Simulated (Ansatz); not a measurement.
```yaml
crystal:
  periodic: [false, false, false]
  atoms:
    - {symbol: Ge, position_ang: [-1.353713, -0.353293, -0.001934]}
    - {symbol: S, position_ang: [0.442816, 1.037680, 0.008012]}
    - {symbol: S, position_ang: [2.524971, -0.265782, -0.003792]}
    - {symbol: H, position_ang: [3.146654, 0.905132, 0.005168]}
basis:
  gaussian: {orbitals: def2-TZVP}
magnetization: {spin_polarized: true, initial_magnetization: 3}
hamiltonian: {xc: pbe0}
relax: {f_tol: 0.004, max_steps: 80}
```

```sh
$ ansatz run in.yaml --threads 1 --pin off --events-out ev --progress --plain --max-ram 2176MiB
```

Steps of the relaxation (energy above the last step; positions in Å, forces in eV/Å):

```
4
step 1, 382.6 meV
Ge   -1.354   -0.353   -0.002   -0.155   -0.073    0.000
S     0.443    1.038    0.008    0.670   -0.324   -0.003
S     2.525   -0.266   -0.004   -0.791   -0.008    0.000
H     3.147    0.905    0.005    0.275    0.406    0.003
```

```
4
step 2, 320.3 meV
Ge   -1.397   -0.373   -0.002   -0.176   -0.108   -0.001
S     0.423    1.007    0.008    0.829   -0.221   -0.002
S     2.460   -0.196   -0.003   -0.449    0.399    0.003
H     3.274    0.885    0.005   -0.204   -0.071    0.000
```

```
4
step 3, 153.5 meV
Ge   -1.347   -0.370   -0.002   -0.791   -0.695   -0.005
S     0.574    0.924    0.007    0.553    1.166    0.009
S     2.284   -0.111   -0.002    0.791   -0.161   -0.002
H     3.250    0.880    0.005   -0.553   -0.310   -0.002
```

```
4
step 7, 5.2 meV
Ge   -1.265   -0.510   -0.003    0.048   -0.008    0.000
S     0.652    1.157    0.009   -0.104    0.103    0.001
S     2.167   -0.101   -0.002    0.066   -0.064   -0.001
H     3.207    0.778    0.004   -0.011   -0.031    0.000
```

```
4
step 11, 0.0 meV
Ge   -1.174   -0.543   -0.004    0.000    0.000    0.000
S     0.649    1.233    0.009    0.000    0.000    0.000
S     2.099   -0.096   -0.002    0.000    0.000    0.000
H     3.187    0.729    0.004    0.000    0.000    0.000
```

Close pairs at the end: S3–H4 1.366 Å, S2–S3 1.967 Å, Ge1–S2 2.545 Å.

A stationary point of unrestricted PBE0 after 11 steps, with ⟨S²⟩ = 3.761 against 3.75 for a pure state; no frequencies were run, so it isn't proven a minimum. 2 min on 1 thread of Arm Neoverse V1, shared host.
